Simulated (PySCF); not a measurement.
# Electric field gradients and quadrupole coupling constants

Compound: C3H2ClPS.
Bonds: Cl1–C2, C2–C3 (aromatic), C3–P4 (aromatic), P4–C5 (aromatic), C5–S6 (aromatic), C2–S6 (aromatic). Hydrogens: H7 on C3; H8 on C5.

Field gradients from the PBE0/pcSseg-1 density (PySCF, non-relativistic), principal values in atomic units, ordered |Vxx| ≤ |Vyy| ≤ |Vzz|:

```json
{"atom": "Cl1", "Vxx": "-1.9695", "Vyy": "-2.1705", "Vzz": "4.1399"}
{"atom": "S6", "Vxx": "-0.4394", "Vyy": "-1.3978", "Vzz": "1.8371"}
```

Task: Find the asymmetry η = (Vxx − Vyy)/Vzz and the couplings χ = eQV/h (234.96 MHz × Q in barn × V in au), with Q(35Cl) = −0.0817 b, Q(33S) = −0.0678 b.

Result: 
```tsv
atom	environment	nucleus	η	χzz (MHz)	χxx (MHz)	χyy (MHz)
Cl1	aryl chlorine	35Cl	0.05	-79.47	37.81	41.67
S6	thiophene-type sulfur	33S	0.52	-29.27	7.00	22.27
```

Task: What is Vzz at S6 in SI units (1 au = 9.71736 × 10²¹ V/m²)?

Result: 1.8371 au = 17.852 × 10²¹ V/m².

Task: And the gradient at the other heavy atoms, for which no coupling is worked out here?

Result: 
```tsv
atom	environment	Vzz (au)	η
C2	aromatic C–Cl carbon	0.288	0.48
C3	aromatic CH carbon	0.203	0.31
P4	phosphorus bonded to 2 C	-1.176	0.07
C5	aromatic CH next to a ring sulfur	-0.251	0.09
```

Isolated species at its PBE0-D3(BJ)/def2-SVP geometry, gas phase. The basis is small and wasn't made for field gradients, so the couplings can be 20 % off.

The run behind these numbers computed NMR shieldings as well. The run took 13 s wall on an Intel Xeon Platinum 8488C with one thread, no GPU, shared host with 96 logical CPUs at a one-minute load of 47, and the process peaked at 0.70 GiB of memory.
